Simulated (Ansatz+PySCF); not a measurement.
A calculation with PySCF 2.14.0.

```python
from pyscf import gto, scf, mp

# the (T+d) and (D+d) sets load through basis_set_exchange
mol = gto.M(atom="""
S 0.000000 -0.616210 0.000000
H 0.000000 0.308100 0.975640
H 0.000000 0.308100 -0.975640
""", basis={'H': 'cc-pvtz', 'S': 'cc-pv(t+d)z'}, charge=1, spin=1)
mf = scf.UHF(mol)
mf.kernel()
pt = mp.MP2(mf, frozen=5).run()
print(mf.e_tot, pt.e_corr, pt.e_tot)
```

The script is written out from the run's settings.

The run gave:

- Converged: yes
- Reference energy: -398.37713 hartree
- Correlation energy: -0.14941 hartree
- Total energy: -398.52654 hartree
- Spin squared of the determinant: 0.766
